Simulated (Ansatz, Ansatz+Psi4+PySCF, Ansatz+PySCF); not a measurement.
```xyz
2

F     0.0000    0.0000    0.0934
H     0.0000    0.0000   -1.7744
```

Basis set: cc-pVTZ (spherical functions). Left uncorrelated: 1 orbital. Charge 0, multiplicity 1.

Computed with Ansatz (development build ahead of 0.2.0); each method stands on the lowest determinant of its kind that the runs found. Restricted open shells among the atoms or ions are ROHF, correlated in semicanonical orbitals with singles.

(1) Give the atomization energy at this shape (free ground-state atoms in the same class of orbitals less the molecule, no zero-point energy) of singlet HF by RHF-CCSD(T), UHF-CCSD(T), RHF-MP2, UHF-MP2, RHF, UHF.

## Answers

(1)

```
     method  atomization energy
RHF-CCSD(T)             1.08 eV
UHF-CCSD(T)             0.88 eV
    RHF-MP2             0.84 eV
    UHF-MP2             0.36 eV
        RHF            -2.19 eV
        UHF             0.12 eV
```

Caution: the shape is not the minimum. Caution for RHF-CCSD(T), RHF-MP2, RHF: an unrestricted determinant lies well below. Caution for RHF-CCSD(T), UHF-CCSD(T), RHF-MP2, UHF-MP2: large amplitudes, a single reference is doubtful. Caution for RHF-CCSD(T): the amplitudes may be one of several solutions. Caution for UHF-CCSD(T), UHF-MP2: a plain start can end on a higher determinant; another reference gives a lower total. Caution for UHF-CCSD(T), UHF-MP2, UHF: the unrestricted determinant is a mixture of spin states. Caution for RHF: the molecule lies well above its atoms at this level.
